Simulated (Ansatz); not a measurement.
`SC1C=N1`, charge 0, multiplicity 1.

Task: Give a relaxed structure at PBE0-D4/def2-TZVP (Ansatz). (Estimate.)

Result: Computed: 
Z-matrix (Å, degrees):
```
C
C 1 1.438
N 1 1.525 2 49.7
S 1 1.778 2 120.5 3 -105.3
H 1 1.086 2 120.0 3 99.8
H 2 1.082 1 151.0 3 178.1
H 4 1.344 1 96.6 2 145.2
```
